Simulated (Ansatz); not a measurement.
# C2H2FNO: basis-set convergence

The task here is to estimate one member of a computed series from the others.

The runs use Ansatz 0.2.0, Gaussian basis; one geometry, several basis sets.

Plan: PBE0-D4/def2-SVP; ωB97M-V/def2-SVP; PBE0-D4/def2-QZVPP; ωB97M-V/def2-QZVPP; the functionals' def2-TZVPP values are taken from earlier runs.

### Structure used throughout

An earlier PBE0-D4 in a triple-zeta def2 set relaxation fixed the geometry.

SMILES `N=C(F)C=O`, 7 atoms, charge 0, spin multiplicity 1.

Atoms are counted from 1 here; the program's logs count them from 0.

Bond lengths: N1–C2 1.248 Å, N1–H6 1.019 Å, C2–F3 1.330 Å, C2–C4 1.501 Å, C4–O5 1.195 Å, C4–H7 1.104 Å. Angles: C2–N1–H6 112.6°, N1–C2–F3 125.1°, N1–C2–C4 120.8°, F3–C2–C4 114.1°, C2–C4–O5 123.3°, C2–C4–H7 112.7°, O5–C4–H7 124.1°.

The first run:

The input, in.yaml:

```yaml
crystal:
  periodic: [false, false, false]
  atoms:
    - {symbol: N, position_ang: [-1.315363, -0.359736, 0.319704]}
    - {symbol: C, position_ang: [-0.133430, 0.037743, 0.374898]}
    - {symbol: F, position_ang: [0.467836, 0.501162, 1.466407]}
    - {symbol: C, position_ang: [0.740435, 0.021932, -0.844831]}
    - {symbol: O, position_ang: [1.876692, 0.391471, -0.842175]}
    - {symbol: H, position_ang: [-1.793483, -0.293918, 1.217562]}
    - {symbol: H, position_ang: [0.218512, -0.366654, -1.737266]}
basis:
  gaussian: {orbitals: def2-SVP}
hamiltonian: {xc: pbe0, dispersion: d4}
output: {orbitals: {seedname: orbitals}}
```

The run is started by

```bash
ansatz run in.yaml --threads 2 --pin off --events-out ev --progress --plain --max-ram 4352MiB
```

Among the steps run: PBE0-D4 in def2-SVP; ωB97M-V in def2-SVP; PBE0-D4 in def2-QZVPP; ωB97M-V in def2-QZVPP.

One table of the session follows, with a row left open; its other results are not shown here.

It belongs to the step «Density functionals: the series». 

| functional | basis | HOMO (eV) | LUMO (eV) |
| --- | --- | --- | --- |
| PBE0-D4 | def2-SVP | -8.20 | -2.37 |
| PBE0-D4 | def2-TZVPP | ? | ? |
| PBE0-D4 | def2-QZVPP | -8.45 | -2.66 |
| ωB97M-V | def2-SVP | -10.61 | 0.03 |
| ωB97M-V | def2-TZVPP | -10.84 | -0.26 |
| ωB97M-V | def2-QZVPP | -10.88 | -0.33 |

Q: Estimate the row for PBE0-D4, def2-TZVPP from the others.

**Answer.** HOMO (eV): -8.40; LUMO (eV): -2.60. In the column «HOMO (eV)» it lies between PBE0-D4, def2-QZVPP (-8.45) and PBE0-D4, def2-SVP (-8.20).
